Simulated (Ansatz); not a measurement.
Wavefunction ladder for `NCC(F)F`

```xyz
10

N    -0.430   -1.004    0.977
C     0.159   -0.610   -0.279
C     0.217    0.880   -0.525
F    -1.036    1.412   -0.490
F     0.932    1.492    0.459
H     0.086   -0.603    1.750
H    -1.381   -0.663    1.043
H    -0.400   -1.059   -1.105
H     1.182   -0.995   -0.343
H     0.669    1.150   -1.486
```

Total charge 0; spin multiplicity 1. All single points use the PBE0-D4/def2-TZVP geometry. It is one conformer, not always the lowest. Frozen core, restricted reference, Ansatz. CBS rows extrapolate triple and quadruple zeta; past MP2 they add the triple-zeta difference.

```csv
basis,HF (Eh),MP2 corr.,CCSD corr.,(T),CCSD(T) total
def2-TZVPP,?,?,-1.07558,-0.03659,?
def2-QZVPP,-332.13108,?,–,–,–
CBS(def2),?,-1.19938,-1.22556,as TZ,?
```

(1) Fill in the withheld values. (Best estimate.)

Answers

(1) Ansatz gave: def2-TZVPP HF (Eh): -332.11617; def2-TZVPP MP2 corr.: -1.04940; def2-TZVPP CCSD(T) total: -333.22834; def2-QZVPP MP2 corr.: -1.13556; CBS(def2) HF (Eh): -332.13313; CBS(def2) CCSD(T) total: -333.39528.
